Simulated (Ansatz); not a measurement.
Cost and result for the atomization energy of H2MgS, SMILES `[MgH][SH]` (4 atoms, 3 bonds).

The species carries charge 0 and has multiplicity 1. Correlated methods include outer-core shells of Mg, which these sets cover unevenly. The geometry is a stationary point of PBE0-D4/def2-TZVP. Program: Ansatz. All runs use 2 threads of a server CPU on a shared host. Times are those of one run each, without the atoms' runs, and a repeat can differ threefold. Electronic energies, without spin–orbit coupling; frozen cores. CCSD(T)/CBS adds CCSD(T) − MP2 in def2-TZVPP to the MP2 limit, and its time is that of the two runs behind it. T1 = 0.008. With those shells the extrapolation isn't a true limit. HSE06 is the plane-wave form, built on full-range PBE exchange.

CCSD(T)/CBS is a level of theory with its own doubt, some kJ/mol a heavy atom from the limit and from the frozen cores, so smaller differences don't rank the functionals.

| level | functions | wall time |
| --- | --- | --- |
| CCSD(T)/def2-SVP | 46 | 0.35 s |
| revPBE-D4/def2-TZVPP | 102 | 0.55 s |
| BLYP-D4/def2-TZVPP | 102 | 0.6 s |
| BHLYP-D4/def2-TZVPP | 102 | 0.7 s |
| HSE06-D4/def2-TZVPP | 102 | 0.8 s |
| CAM-B3LYP-D4/def2-TZVPP | 102 | 0.8 s |
| PBE-QIDH/def2-TZVPP | 102 | 1.1 s |
| r2SCAN-D4/def2-TZVPP (with forces) | 102 | 1.3 s |
| r2SCANh-D4/def2-TZVPP | 102 | 1.4 s |
| B97M-V/def2-TZVPP | 102 | 2 s |
| CCSD(T)/def2-TZVPP | 102 | 2.3 s |
| CCSD(T)/def2-QZVPP | 193 | 26 s |
| CCSD(T)/CBS(def2) | – | 28 s |

(1) What atomization energy does each give, and how far from CCSD(T)/CBS? (Estimate.)

Answers

(1) The calculation gave: 
```json
{"level": "CCSD(T)/def2-SVP", "atomization (kJ/mol)": "789.6", "difference from CCSD(T)/CBS": "-88.9", "per bond": "-29.6"}
{"level": "revPBE-D4/def2-TZVPP", "atomization (kJ/mol)": "848.2", "difference from CCSD(T)/CBS": "-30.3", "per bond": "-10.1"}
{"level": "BLYP-D4/def2-TZVPP", "atomization (kJ/mol)": "851.3", "difference from CCSD(T)/CBS": "-27.2", "per bond": "-9.1"}
{"level": "BHLYP-D4/def2-TZVPP", "atomization (kJ/mol)": "841.4", "difference from CCSD(T)/CBS": "-37.1", "per bond": "-12.4"}
{"level": "HSE06-D4/def2-TZVPP", "atomization (kJ/mol)": "854.1", "difference from CCSD(T)/CBS": "-24.4", "per bond": "-8.1"}
{"level": "CAM-B3LYP-D4/def2-TZVPP", "atomization (kJ/mol)": "861.8", "difference from CCSD(T)/CBS": "-16.7", "per bond": "-5.6"}
{"level": "PBE-QIDH/def2-TZVPP", "atomization (kJ/mol)": "851.3", "difference from CCSD(T)/CBS": "-27.2", "per bond": "-9.1"}
{"level": "r2SCAN-D4/def2-TZVPP (with forces)", "atomization (kJ/mol)": "882.6", "difference from CCSD(T)/CBS": "4.1", "per bond": "1.4"}
{"level": "r2SCANh-D4/def2-TZVPP", "atomization (kJ/mol)": "876.6", "difference from CCSD(T)/CBS": "-1.9", "per bond": "-0.6"}
{"level": "B97M-V/def2-TZVPP", "atomization (kJ/mol)": "899.1", "difference from CCSD(T)/CBS": "20.6", "per bond": "6.8"}
{"level": "CCSD(T)/def2-TZVPP", "atomization (kJ/mol)": "836.8", "difference from CCSD(T)/CBS": "-41.7", "per bond": "-13.9"}
{"level": "CCSD(T)/def2-QZVPP", "atomization (kJ/mol)": "863.8", "difference from CCSD(T)/CBS": "-14.7", "per bond": "-4.9"}
{"level": "CCSD(T)/CBS(def2)", "atomization (kJ/mol)": "878.5", "difference from CCSD(T)/CBS": "0.0", "per bond": "0.0"}
```

From r2SCAN to r2SCAN0 (25 % exact exchange), in def2-TZVPP and without D4, the atomization energy moves by −14.7 kJ/mol: exact exchange takes away binding that semilocal exchange gives to molecules. Leaving LDA and LC-ωPBE aside and taking each functional with its dispersion term where it has one, the values spread over 57.7 kJ/mol, from BHLYP-D4 to B97M-V. LDA lies +110.1 kJ/mol from PBE without D4, its usual overbinding. At CCSD(T), def2-SVP lies −88.9 kJ/mol from the extrapolated value and def2-TZVPP −41.7 kJ/mol: correlation converges slowly with the basis, and small sets miss more of it in the bonded molecule than in its fragments.
